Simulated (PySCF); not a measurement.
Simulated C 1s region for `C/N=C\C#N`, binding energy against the vacuum level.

Every computed line was given a Gaussian of 0.8 eV full width at half maximum and an area set by the number of equivalent atoms; the highest printed point is 100. Method: delta-SCF UKS SCAN, pcX-2 on the ionised atom, pcseg-1 elsewhere, spin-free X2C in PySCF 2.14.0.

binding energy (eV), intensity and a bar:
```
    291.0          0 
    291.1          0 
    291.2          1 
    291.3          2 #
    291.4          5 #
    291.5          9 ###
    291.6         16 #####
    291.7         26 ########
    291.8         37 ###########
    291.9         51 ###############
    292.0         64 ###################
    292.1         75 #######################
    292.2         84 #########################
    292.3         91 ###########################
    292.4         95 ############################
    292.5         97 #############################
    292.6         99 ##############################
    292.7        100 ##############################
    292.8        100 ##############################
    292.9         99 ##############################
    293.0         98 #############################
    293.1         94 ############################
    293.2         89 ###########################
    293.3         81 ########################
    293.4         69 #####################
    293.5         56 #################
    293.6         43 #############
    293.7         30 #########
    293.8         20 ######
    293.9         12 ###
    294.0          6 ##
    294.1          3 #
    294.2          2 
    294.3          1 
    294.4          0
```

How many maxima does the curve show, and how many computed lines lie under it?

The curve has 1 maximum (at 292.8 eV). Under it lie 3 lines from 3 inequivalent carbon sites. At this width some lines have no maximum of their own.

Decompose the envelope and assign each component. Numbering: `[CH3:1]/[N:2]=[CH:3]\[C:4]#[N:5]`.

```tsv
position (eV)	relative area	line	atoms	environment
292.17	1	C 1s	C1	N-methyl carbon
292.73	1	C 1s	C4	nitrile carbon
293.27	1	C 1s	C3	imine carbon
```

The listed C 1s values span 1.10 eV, from C1 (bonded to N and 3 H) to C3 (bonded to N (double bond), C and H). The widest gap between neighbouring values is 0.56 eV, between 292.17 and 292.73 eV.

Shake-up satellites, vibrational structure and lifetime widths aren't simulated. Isolated species at its PBE0-D3(BJ)/def2-SVP geometry, gas phase.
